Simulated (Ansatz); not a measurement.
Mulliken charges of AlBH4, SMILES `[BH2][AlH2]` from B3LYP/def2-TZVPP in Ansatz (PBE0-D4/def2-TZVP geometry).

```csv
atom,x (Å),y (Å),z (Å),charge (e)
B1,-0.020,-1.123,0.033,-0.123
Al2,0.031,0.989,-0.045,0.312
H3,-0.974,-1.765,-0.312,0.048
H4,0.902,-1.784,0.427,0.048
H5,0.549,1.750,-1.346,-0.142
H6,-0.446,1.869,1.196,-0.142
```

**Question.** By hand: the dipole of these point charges (1 e Å = 4.8032 D).

**Answer.** Σ q r = (-0.006, -0.238, 0.009) e Å, of length 0.238 e Å = 1.14 D.

**Question.** How does the dipole of the full density compare? (An estimate is asked.)

**Answer.** Computed: (-0.002, -0.085, 0.003) e Å, 0.41 D; the point charges give 2.78 times that, at 0° from its direction.

Point charges leave out the atoms' own dipoles, such as those of lone pairs, and Mulliken's split depends on the basis, so the two needn't agree.

B3LYP here is the variant with VWN-RPA as its local correlation; programs differ in this.
